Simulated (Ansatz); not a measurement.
This geometry of CHNS₃ (6 atoms, charge 0, multiplicity 1) is a first-order saddle point.

Computed with RKS PBE0/def2-SVP (Ansatz 0.2.0).

```xyz
6
Properties=species:S:1:pos:R:3
N -0.343 1.118 0.868
C -0.058 0.188 0.146
S 0.081 -1.567 0.566
S 0.589 -1.895 -1.469
S 0.347 0.209 -1.618
H -0.575 1.883 1.461
```

Which two structures does it join? (They come from a converged band through this point; their orientation in space is the band's.)

No bond is made or broken. The dihedral H6–N1–C2–S3 changes from 0 to 180° by way of a nearly straight angle H6–N1–C2 (up to 180°), not by a turn about the bond. The two ends are copies of one structure, up to a mirror image or an exchange of like atoms.

First end point:

```xyz
6
Properties=species:S:1:pos:R:3
N -0.317 1.406 0.595
C -0.048 0.313 0.048
S 0.026 -1.354 0.684
S 0.553 -1.935 -1.290
S 0.365 0.154 -1.672
H -0.537 1.351 1.590
```

Last end point:

```xyz
6
Properties=species:S:1:pos:R:3
N -0.384 1.034 1.102
C -0.078 0.149 0.272
S 0.054 -1.574 0.684
S 0.563 -1.881 -1.363
S 0.310 0.226 -1.471
H -0.423 1.983 0.729
```

How far does it lie above each of them?

57.3 kJ/mol above the first and 57.3 kJ/mol above the second. This is the barrier of this one path; another mechanism may lie lower.

The run took 8.7 min on 1 CPU thread of a shared host.
